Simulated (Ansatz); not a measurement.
## What a trial cell of Zn relaxes into

These are results of DFT PBEsol, scalar-relativistic, plane waves, PAW (Ansatz), not measurements. Cutoff 420 eV, Γ-centred k mesh, Gaussian smearing, no spin polarisation in the final step.

Zn was placed on the grey arsenic (A7) structure type (R-3m, No. 166), at a guessed volume.

```
CELL_PARAMETERS angstrom
1.70271 0.98306 3.15747
-1.70271 0.98306 3.15747
0.00000 -1.96612 3.15747
ATOMIC_POSITIONS crystal
Zn 0.22754 0.22754 0.22754
Zn 0.77246 0.77246 0.77246
```

Cell and atoms relax at zero pressure; the relaxation can't lower the symmetry of the start. After a coarse first stage the cell is made exact in the group found at 0.06 Å.

Energies count from the standard state of Zn at the same level.

(1) What does it relax into?

(2) What are its volume, energy, density and gap?

Answers

(1) It keeps R-3m (No. 166), but not the shape of the type it started on. The result has the alpha-mercury structure. Conventional cell: a = 2.729 Å, c = 6.578 Å. Zn is coordinated by 12 Zn at 2.70–2.73 Å.

```
Zn
1.0
     1.36449    0.78779    2.19259
    -1.36449    0.78779    2.19259
     0.00000   -1.57557    2.19259
Zn
1
Direct
  0.50000 0.50000 0.50000
```

(2) The volume per atom is 14.14 Å³ and the density is 7.68 g/cm³. The energy over the standard structure is 0.02 eV/atom and the gap on the 24×24×24 mesh is 0 eV (a metal).

The final run used a 24×24×24 mesh on its 1-atom cell and 0.10 eV smearing. For metals, differences of a few meV/atom aren't resolved. A structure relaxed within its symmetry needn't be a true minimum.